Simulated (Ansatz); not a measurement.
**C2HSi (doublet): wave-function methods side by side, cc-pVDZ**

An exercise on one series of results from a longer session: the logs are not shown, and one member is left open.

Computed with Ansatz 0.2.0, Gaussian basis. Level: cc-pVDZ, core rule «outside noble gas», up to 7 orbitals frozen.

The runs, in order: UHF; CCSD(T) on ROHF; CCSD(T) on UHF; BCCD(T) on ROHF; CISD; CCSDT(Q) on ROHF; CCSDT(Q) on UHF; CASSCF and MRCISD+Q, 9 electrons in 9 orbitals; CASSCF and NEVPT2, 9 electrons in 9 orbitals.

22 further runs of the same task are left out: 11 that didn't finish, 11 set aside as unsound or not needed.

### The geometry

The geometry is a PBE0/def2-TZVP stationary point (not a proven minimum).

4 atoms, charge 0, spin multiplicity 2.

Atoms are counted from 1 here; the program's logs count them from 0.

Bond lengths: C1–C2 1.277 Å, C2–Si3 1.694 Å, Si3–H4 1.502 Å. Angles: C1–C2–Si3 166.4°, C2–Si3–H4 118.3°.

The first run:

File in.yaml:

```yaml
crystal:
  periodic: [false, false, false]
  atoms:
    - {symbol: C, position_ang: [0.000000, 0.010293, 1.919554]}
    - {symbol: C, position_ang: [0.000000, 0.134643, 0.648509]}
    - {symbol: Si, position_ang: [0.000000, -0.101792, -1.029371]}
    - {symbol: H, position_ang: [0.000000, 1.109295, -1.918604]}
basis:
  gaussian: {orbitals: cc-pVDZ}
magnetization: {spin_polarized: true, initial_magnetization: 1}
hamiltonian: {xc: hf}
output: {orbitals: {seedname: orbitals}}
```

The run is started by

```sh
ansatz run in.yaml --threads 1 --pin off --events-out ev --progress --plain --max-ram 2393MiB
```

Among the steps run: UHF; CCSD(T) on ROHF; CCSD(T) on UHF; BCCD(T) on ROHF; CISD; CCSDT(Q) on ROHF; CCSDT(Q) on UHF; CASSCF and MRCISD+Q, 9 electrons in 9 orbitals; CASSCF and NEVPT2, 9 electrons in 9 orbitals.

One table of the session follows, with a row left open; its other results are not shown here.

| method | from RCCSDT(Q) (kJ/mol) |
| --- | --- |
| ROHF | +942.7 |
| UHF | +927.1 |
| RMP2 | +131.2 |
| UMP2 | +151.3 |
| CISD | +160.9 |
| RCCSD | ? |
| UCCSD | +63.0 |
| RCCSD(T) | +9.0 |
| UCCSD(T) | +11.5 |
| BCCD(T) | +8.9 |
| RCCSDT | +5.3 |
| UCCSDT | +5.0 |
| RCCSDT(Q) | 0 |
| UCCSDT(Q) | -1.2 |

**Question.** Estimate the row for RCCSD.

**Answer.** from RCCSDT(Q) (kJ/mol): +64.2. In the column «from RCCSDT(Q) (kJ/mol)» it lies between UCCSD (+63.0) and RMP2 (+131.2).

Left out of the table: CASSCF frontier, NEVPT2 frontier, MRCISD frontier, MRCISD+Q frontier (the active space lost an orbital or holds another state than full CI finds).

Limits of these values: Restricted and unrestricted rows rest on different reference determinants; where their highest levels disagree by more than a few hundredths of an eV, they describe different states and don't form one ladder. Warnings in the runs' records: passed over end.
